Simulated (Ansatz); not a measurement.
Input for Ansatz (development build ahead of 0.2.0):

```yaml
crystal:
  periodic: [false, false, false]
  atoms:
    - { symbol: C, position_ang: [-0.00759, 0.04319, -0.02403] }
    - { symbol: C, position_ang: [0.00822, 0.87204, 1.22194] }
    - { symbol: C, position_ang: [-0.03455, 0.00848, 2.50172] }
    - { symbol: C, position_ang: [0.03177, 0.89402, 3.80874] }
    - { symbol: C, position_ang: [0.03363, -0.01436, 5.10781] }
    - { symbol: H, position_ang: [0.03001, 0.62658, -0.84267] }
    - { symbol: H, position_ang: [0.84496, -0.64269, -0.03197] }
    - { symbol: H, position_ang: [-0.93746, -0.63417, -0.02879] }
    - { symbol: H, position_ang: [-0.86494, 1.54326, 1.27064] }
    - { symbol: H, position_ang: [0.83673, 1.48363, 1.28596] }
    - { symbol: H, position_ang: [0.84208, -0.64412, 2.50672] }
    - { symbol: H, position_ang: [-0.9227, -0.64492, 2.56535] }
    - { symbol: H, position_ang: [-0.9234, 1.478, 3.78435] }
    - { symbol: H, position_ang: [0.91599, 1.50966, 3.77133] }
    - { symbol: H, position_ang: [0.03008, 0.62296, 5.91909] }
    - { symbol: H, position_ang: [-0.85765, -0.59841, 5.06558] }
    - { symbol: H, position_ang: [0.93764, -0.62662, 5.10243] }
basis:
  gaussian: { orbitals: def2-SVP }
hamiltonian:
  xc: hf
correlation:
  method: mp2
  frozen_orbitals: { C: 1, H: 0 }
```

The input is written out in the form of the current development build from the run's settings.

Results

- Converged: yes
- Reference energy: -196.17280 hartree
- Correlation energy: -0.73030 hartree
- Total energy: -196.90310 hartree
- Spin squared of the determinant: 0.000
